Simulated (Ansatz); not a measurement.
## BH3⁺, doublet in cc-pVTZ: errors against UCCSDT(Q)

Geometry: a PBE0/def2-TZVP stationary point for this spin, not checked as a minimum.

```xyz
4

B     0.0000    0.0000    0.0681
H     0.0000    0.7178   -0.9866
H     0.0000    0.0000    1.2424
H     0.0000   -0.7178   -0.9866
```

Basis cc-pVTZ; Ansatz 0.2.0. Correlated methods freeze the noble-gas cores, which leaves 5 electrons in 71 orbitals. R marks a restricted (for open shells ROHF) determinant, U an unrestricted one. Active spaces: pair = (3e, 3o) about the gap; valence = (5e, 7o) chosen from the atoms' valence shells.

Full CI isn't at hand for all of this; UCCSDT(Q) serves as the reference, and is uncertain by about the last step of the cluster series. The frozen core follows each run's orbitals, which can shift R against U totals by a few meV.

- UHF ⟨S²⟩: 0.760
- T1 diagnostic (RCCSD): 0.0174
- largest doubles amplitude (RCCSD): 0.043
- T1 diagnostic (UCCSD): 0.0105

```
                   level  E − E(UCCSDT(Q)) (meV)  share of correlation (%)  wall time
                     RHF                    3012                      0.00          –
                     UHF                    2887                      4.14          –
                    RMP2                     589                     80.45          –
                    UMP2                     602                     80.02          –
                   RCCSD                      67                     97.76          –
                   UCCSD                      65                     97.86          –
                RCCSD(T)                      13                     99.57      1.2 s
                UCCSD(T)                      13                     99.58      1.3 s
                 BCCD(T)                      13                     99.57      1.8 s
                  RCCSDT                       1                     99.97          –
                  UCCSDT                       1                     99.98          –
               RCCSDT(Q)                       0                     99.99       33 s
     CASSCF (pair space)                    2622                     12.94          –
     NEVPT2 (pair space)                     606                     79.87     0.63 s
  CASSCF (valence space)                    1627                     45.97          –
  NEVPT2 (valence space)                     423                     85.95      1.3 s
  MRCISD (valence space)                      52                     98.26          –
MRCISD+Q (valence space)                      12                     99.60      2.5 s
```

The correlation energy at UCCSDT(Q), counted from RHF, is -3.012 eV. That run took 31 s on 1 thread of AMD EPYC 7R43, shared host.

Times hold each run's SCF and search for its determinant on a shared host, so for small cases they say little of a method's own cost; they ran on 1 thread of AMD EPYC 7R43.

Natural occupations of CASSCF (valence space) about the gap: 1.974 1.964 1.000 0.021 0.015 0.013 0.012; effectively unpaired electrons, Σ n²(2−n)², 1.01.
